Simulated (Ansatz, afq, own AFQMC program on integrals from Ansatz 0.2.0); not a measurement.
# AFQMC, coupled cluster and functionals along a coordinate of SiH₄ + CH₂, triplet

```yaml
atoms:
  - { symbol: Si, position_ang: [-0.9103, 0.0000, 0.0000] }
  - { symbol: H, position_ang: [-1.4051, 1.3997, 0.0000] }
  - { symbol: H, position_ang: [-1.4051, -0.6999, 1.2122] }
  - { symbol: H, position_ang: [-1.4051, -0.6999, -1.2122] }
  - { symbol: H, position_ang: [0.5743, 0.0000, 0.0000] }
  - { symbol: C, position_ang: [2.0247, 0.0000, 0.0000] }
  - { symbol: H, position_ang: [2.4392, 0.0000, 0.9962] }
  - { symbol: H, position_ang: [2.4392, 0.0000, -0.9962] }
```

A hydrogen atom is moved from one rigid fragment to the other; the Si1–H5 distance tells how far. The two fragments are held close together, so this isn't a minimum-energy path and the start is a compressed complex. Energies in kJ/mol count from this geometry (1.485 Å) at the same level; the start stands on UHF, each point on the determinant named.

Basis cc-pVDZ. Only valence electrons are correlated. Ansatz 0.2.0 and our own AFQMC program on the same integrals; the CISD trial comes from CCSD amplitudes, and released means the phaseless constraint is let go. ± is one standard error of the sampling.

Cautions, each for one point or more: lower spins were not checked.

| r(Si1–H5) / Å | det. | T1 | weight | ⟨S²⟩ | CCSD | wB97M-V | CCSD(T) |
| --- | --- | --- | --- | --- | --- | --- | --- |
| 1.588 | UHF | 0.015 | 0.87 | 2.04 | -15.4 | -18.4 | -16.1 |
| 1.639 | UHF | 0.014 | 0.87 | 2.04 | -23.7 | -27.6 | -24.6 |
| 1.691 | UHF | 0.014 | 0.87 | 2.04 | -32.8 | -37.0 | -33.6 |
| 1.742 | UHF | 0.013 | 0.87 | 2.03 | -41.1 | -45.1 | -41.8 |
| 1.845 | UHF | 0.012 | 0.87 | 2.02 | -48.7 | -51.8 | -48.8 |

Task: Estimate the curve of CCSDT(Q), counted from the same start.

Result: 
```csv
r(Si1–H5) / Å,det.,T1,weight,⟨S²⟩,CCSDT(Q),ph-AFQMC/CISD,released AFQMC
1.588,UHF,0.015,0.87,2.04,-16.3,-16.7 ± 0.4,-17.1 ± 0.6
1.639,UHF,0.014,0.87,2.04,-24.8,-24.2 ± 0.4,-25.5 ± 0.5
1.691,UHF,0.014,0.87,2.04,-33.7,-33.6 ± 0.4,-34.5 ± 0.5
1.742,UHF,0.013,0.87,2.03,-41.8,-42.4 ± 0.4,–
1.845,UHF,0.012,0.87,2.02,-48.6,-49.0 ± 0.5,-48.9 ± 0.5
```

Weight is that of the determinant in the CISD state; at the start T1 is 0.015 and the weight 0.87, and ⟨S²⟩ is 2.03. A dash marks a missing value, a released energy that hasn't settled or a functional that sits on another state. Largest departures from CCSDT(Q), at the points where its series has closed: CCSD(T) -0.2 kJ/mol at 1.845 (on UHF), ph-AFQMC/CISD -0.6 kJ/mol at 1.742 (on UHF) (within the noise), released AFQMC -0.9 kJ/mol at 1.588 (on UHF) (within the noise), CCSD 1.0 kJ/mol at 1.639 (on UHF), wB97M-V -3.4 kJ/mol at 1.742. Functionals count only at points shown to share the start's state and spin. In this small basis the wave-function levels are far from their limit, so their gap to the functionals isn't the functionals' error.

A walk keeps the symmetry of its determinant, which the program's search chose and which needn't be the lowest solution, so a lower state of the same spin and another symmetry isn't excluded. Released energies are given only where the last usable release times agree within the noise; a slower fall can still hide under it.
